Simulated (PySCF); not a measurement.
This PySCF input (HF/def2-QZVP) gives -499.15597 Eh with 217 basis functions.

```python
import numpy as np, basis_set_exchange as bse
from pyscf import gto, scf, dft, df

basis = {'C': gto.basis.parse(bse.get_basis('def2-QZVP', elements=['C'], fmt='nwchem')), 'Cl': gto.basis.parse(bse.get_basis('def2-QZVP', elements=['Cl'], fmt='nwchem')), 'H': gto.basis.parse(bse.get_basis('def2-QZVP', elements=['H'], fmt='nwchem'))}
mol = gto.M(
    atom='''
    C     0.00819413    0.01326082   -1.13371283
    Cl   -0.00477402   -0.00772595    0.66051769
    H     0.01747178    1.04777215   -1.46340501
    H     0.89974992   -0.50396843   -1.47517859
    H    -0.88522815   -0.49202752   -1.48794019
    ''',
    basis=basis,
    charge=0,
    verbose=4,
    max_memory=8640,
)
mf = scf.RHF(mol)
mf = mf.density_fit(auxbasis=df.autoaux(mol))
mf.conv_tol = 1e-9
mf.max_cycle = 100
print('smallest overlap eigenvalue', np.linalg.eigvalsh(mol.intor('int1e_ovlp'))[0])
mf.kernel()
dip = mf.dip_moment()
```

Change:
```diff
- basis = {'C': gto.basis.parse(bse.get_basis('def2-QZVP', elements=['C'], fmt='nwchem')), 'Cl': gto.basis.parse(bse.get_basis('def2-QZVP', elements=['Cl'], fmt='nwchem')), 'H': gto.basis.parse(bse.get_basis('def2-QZVP', elements=['H'], fmt='nwchem'))}
+ basis = {'C': gto.basis.parse(bse.get_basis('aug-pcseg-2', elements=['C'], fmt='nwchem')), 'Cl': gto.basis.parse(bse.get_basis('aug-pcseg-2', elements=['Cl'], fmt='nwchem')), 'H': gto.basis.parse(bse.get_basis('aug-pcseg-2', elements=['H'], fmt='nwchem'))}
```

Task: What does the run give now?

Result: -499.14165 Eh (HF/aug-pcseg-2, 165 functions), a change of +14.32 mEh.
